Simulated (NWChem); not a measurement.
**SiH2F2 (SiF2H2) at 5 levels**

We compute a comparison of 5 runs (HF/STO-3G, HF/def2-SVP, B3LYP/6-31G*, B3LYP/def2-TZVP, PBE/pcseg-2) of SiH2F2 (SiF2H2). 

The results are computed with NWChem 7.3.0.

**1. The system as given**

SiH2F2: 5 atoms, total charge 0, spin state singlet. As SMILES, `[H][Si]([H])(F)F`. Geometry: relaxed at GFN2-xTB.

Bond lengths: Si1–F2 1.594 Å, Si1–F3 1.594 Å, Si1–H4 1.442 Å, Si1–H5 1.443 Å. Angles: F2–Si1–F3 103.0°, F2–Si1–H4 107.9°, F2–Si1–H5 107.9°, F3–Si1–H4 107.9°, F3–Si1–H5 108.0°, H4–Si1–H5 120.8°.

**2. Energy and gradient at HF/STO-3G (run 1)**

File a.nw:

```
start a
title "F2H2Si gradient"
memory stack 880 mb heap 220 mb global 1100 mb

geometry units angstroms noautosym nocenter noautoz
  Si      -0.091360       0.000560      -0.064290
  F        0.009240      -0.018840       1.526500
  F        1.436020       0.010630      -0.519740
  H       -0.680140       1.257800      -0.455540
  H       -0.673740      -1.250150      -0.486920
end

basis spherical bse
  * library STO-3G
end

scf
  thresh 1e-08
  maxiter 80
  print low
end

task scf gradient
```

Launch:

```bash
$ nwchem a.nw > a.out
```

What it wrote:

```text
[...]
  functions       =    21
[...]
  wavefunction    = RHF
[...]
         Total SCF energy =   -482.868179659401
      One-electron energy =   -914.484619733287
      Two-electron energy =    312.539732982414
 Nuclear repulsion energy =    119.076707091472
        Time for solution =      0.3s
[...]
                         RHF ENERGY GRADIENTS
    atom               coordinates                        gradient
                 x          y          z           x          y          z
   1 Si     -0.172645   0.001058  -0.121490    0.001602   0.000215   0.000708
   2 F       0.017461  -0.035602   2.884667    0.004201   0.000230  -0.016367
   3 F       2.713684   0.020088  -0.982166   -0.013995  -0.000134   0.009722
   4 H      -1.285278   2.376897  -0.860846    0.004136   0.014869   0.003204
   5 H      -1.273184  -2.362441  -0.920145    0.004056  -0.015179   0.002733
 Task  times  cpu:        0.4s     wall:        0.4s
 Total times  cpu:        0.4s     wall:        0.4s
```

Run time: 0.99 s. Hardware: 1 thread of Intel Xeon 6975P-C (Granite Rapids), shared host; peak memory 0.094 GiB.

**3. Energy and gradient at HF/def2-SVP (run 2)**

File f2h2si.xyz:

```xyz
5
F2H2Si
Si    -0.091360     0.000560    -0.064290
F      0.009240    -0.018840     1.526500
F      1.436020     0.010630    -0.519740
H     -0.680140     1.257800    -0.455540
H     -0.673740    -1.250150    -0.486920
```

File f2h2si.nw:

```
START f2h2si
TITLE "F2H2Si"
memory 2200 mb

GEOMETRY units angstroms noautosym nocenter noautoz
  load f2h2si.xyz
END

BASIS "ao basis" spherical bse
  * library def2-SVP
END

SCF
  nopen 0
  rhf
  thresh 1e-08
  maxiter 80
  noprint "final vectors analysis"
END

TASK scf gradient
```

Launch:

```bash
$ nwchem f2h2si.nw > f2h2si.out
```

What it wrote:

```text
[...]
  functions       =    56
[...]
  wavefunction    = RHF
[...]
         Total SCF energy =   -488.835893328675
      One-electron energy =   -917.697420581603
      Two-electron energy =    309.784820161456
 Nuclear repulsion energy =    119.076707091472
        Time for solution =      1.6s
[...]
                         RHF ENERGY GRADIENTS
    atom               coordinates                        gradient
                 x          y          z           x          y          z
   1 Si     -0.172645   0.001058  -0.121490   -0.018215   0.000288  -0.013010
   2 F       0.017461  -0.035602   2.884667    0.006080   0.000113  -0.006412
   3 F       2.713684   0.020088  -0.982166   -0.003978  -0.000086   0.008021
   4 H      -1.285278   2.376897  -0.860846    0.008135  -0.004252   0.005691
   5 H      -1.273184  -2.362441  -0.920145    0.007978   0.003937   0.005710
[...]
```

It took 2.6 s on 1 thread of Intel Xeon 6975P-C (Granite Rapids), shared host; peak memory 0.099 GiB.

Runs 3 to 4 aren't shown in full; the table further down has their settings and results.

**4. Energy and forces at PBE/pcseg-2 (run 5)**

File f2h2si.nw:

```
start f2h2si
memory stack 880 mb heap 220 mb global 1100 mb

geometry units angstrom noautosym nocenter noautoz
  Si      -0.091360       0.000560      -0.064290
  F        0.009240      -0.018840       1.526500
  F        1.436020       0.010630      -0.519740
  H       -0.680140       1.257800      -0.455540
  H       -0.673740      -1.250150      -0.486920
end

basis spherical bse
  Si library pcseg-2
  F library pcseg-2
  H library pcseg-2
end

dft
  xc xpbe96 cpbe96
  grid fine
  convergence energy 1e-08
  maxiter 100
  mulliken
  print medium
end

task dft gradient
```

Launch:

```bash
$ nwchem f2h2si.nw > f2h2si.out
```

What it wrote:

```text
[...]
          Wavefunction type:  closed shell.
          No. of atoms     :     5
          No. of electrons :    34
[...]
          Charge           :     0
          Spin multiplicity:     1
[...]
          AO basis - number of functions:   122
[...]
              XC Information
              --------------
          PerdewBurkeErnzerhof Exchange Functional  1.000
            Perdew 1991 LDA Correlation Functional  1.000 local
           PerdewBurkeErnz. Correlation Functional  1.000 non-local
[...]
 d= 0,ls=0.0,diis     1   -490.1691755685 -6.09D+02  1.00D-02  1.14D+00     2.4
[...]
 d= 0,ls=0.0,diis    10   -490.2643476344 -1.50D-10  4.35D-08  1.07D-10    19.6
         Total DFT energy =     -490.264347634413
      One electron energy =     -918.481426003575
           Coulomb energy =      351.492216308735
    Exchange-Corr. energy =      -42.351845031044
 Nuclear repulsion energy =      119.076707091472
[...]
      Total Density - Mulliken Population Analysis
     ---------------------------------------------
    Atom       Charge   Shell Charges
 -----------   ------   -------------------------------------------------------
    1 Si  14    12.93   2.01  0.45  1.52  0.80  0.26  5.90  0.62  0.91  0.03  0.02  0.36  0.05
    2 F    9     9.38   2.00  0.64  0.94  0.35  2.39  2.22  0.84  0.00  0.01  0.00
    3 F    9     9.38   2.00  0.64  0.94  0.35  2.39  2.22  0.84  0.00  0.01  0.00
    4 H    1     1.15   0.42  0.56  0.15  0.00  0.02  0.00
    5 H    1     1.15   0.41  0.57  0.15  0.00  0.02  0.00
[...]
  wavefunction    = closed shell
                         DFT ENERGY GRADIENTS
    atom               coordinates                        gradient
                 x          y          z           x          y          z
   1 Si     -0.172645   0.001058  -0.121490   -0.019261   0.000284  -0.013668
   2 F       0.017461  -0.035602   2.884667    0.006291   0.000149  -0.009639
   3 F       2.713684   0.020088  -0.982166   -0.006931  -0.000116   0.009316
   4 H      -1.285278   2.376897  -0.860846    0.010039  -0.011193   0.006895
   5 H      -1.273184  -2.362441  -0.920145    0.009862   0.010875   0.007096
[...]
```

Run time: 26 s. Hardware: 1 thread of Intel Xeon 6975P-C (Granite Rapids), shared host; peak memory 0.13 GiB.

**5. The series**

| run | level | Cartesian functions | iteration cap | energy (Eh) | largest force (eV/Å) | wall time |
| --- | --- | --- | --- | --- | --- | --- |
| 1 | HF/STO-3G | no | 80 | -482.868180 | 0.876 | 0.99 s |
| 2 | HF/def2-SVP | no | 80 | -488.835893 | 1.151 | 2.6 s |
| 3 | B3LYP/6-31G* (Cartesian functions) | yes | 100 | -490.486509 | 1.350 | 8.4 s |
| 4 | B3LYP/def2-TZVP | no | 100 | -490.630893 | 1.423 | 17 s |
| 5 | PBE/pcseg-2 | no | 100 | -490.264348 | 1.215 | 26 s |

**6. What came out**

| quantity | value |
| --- | --- |
| run 5: total energy | -490.26435 Eh |
| run 5: dipole moment | 1.93 D |
| run 5: HOMO energy | -8.60 eV |
| run 5: LUMO energy | -0.86 eV |
| run 5: HOMO–LUMO gap | 7.74 eV |
| run 5: largest force on an atom | 1.215 eV/Å |

**Reading.** Over runs 2, 3, 4, 5 the dipole moment (its size) runs from 1.93 D (B3LYP/6-31G*) to 2.38 D (HF/def2-SVP). The two ends differ in method and basis. Over runs 3, 4, 5 the HOMO–LUMO gap runs from 7.74 eV (PBE/pcseg-2) to 9.99 eV (B3LYP/6-31G*). Totals of different functionals can't be ranked against each other. In run 1 the basis is minimal, so the values are rough. All runs together took 55 s, the longest 26 s.
